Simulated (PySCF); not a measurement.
## Match the barriers

Saddle point of CH₅BO, closed shell (CH₅BO ([CH3][BH][OH]) → BHO ([BH][O]) + CH₄; bonds formed: C2–H4; bonds broken: B1–C2, O3–H4), PBE0-D4/def2-TZVP structure:

B1  (-0.802, -0.263, -0.630)
C2  (0.524, 0.342, 0.445)
O3  (-0.689, -1.529, -0.806)
H4  (0.223, -0.874, -0.017)
H5  (-1.513, 0.645, -0.953)
H6  (1.345, -0.213, 0.922)
H7  (0.974, 1.093, -0.204)
H8  (-0.063, 0.799, 1.241)
(Å)

Program: PySCF 2.14 with density fitting (its default auxiliary sets; JK sets also for MP2 and CCSD(T)). Basis: def2-TZVPP, with def2-QZVPP for the basis limit. Cores are frozen in the correlated methods. Extrapolation: Hartree–Fock as exp(−7.88 √X), correlation as X^−2.97. Four methods, as single points on the PBE0-D4 structures, gave these electronic barriers from the start structure: 54.86, 60.73, 63.62, 79.39 kcal/mol.

Q: The methods were, in alphabetical order, CCSD(T), HF, PBE-D4, PBE0-D4. Which gave which? (Judge from chemistry; the calculation decides.)

A: The calculation gives: PBE-D4 54.86; PBE0-D4 60.73; CCSD(T) 63.62; HF 79.39 kcal/mol. For comparison, CCSD(T) at an estimated basis limit (MP2 extrapolated from triple and quadruple zeta, plus CCSD(T) − MP2 in triple zeta) gives 63.25 kcal/mol.

T1 diagnostic: at most 0.017.

Labels in which every atom is bracketed show which atoms are joined, not bond orders.

For scale, one of the runs: CCSD(T)/def2-TZVPP, 163 basis functions, launched by `OMP_NUM_THREADS=4 python run.py`. Time: 3.4 min of wall clock on 4 CPU threads of an Arm Neoverse V1; the host was shared. Peak host memory: 1.2 GiB.
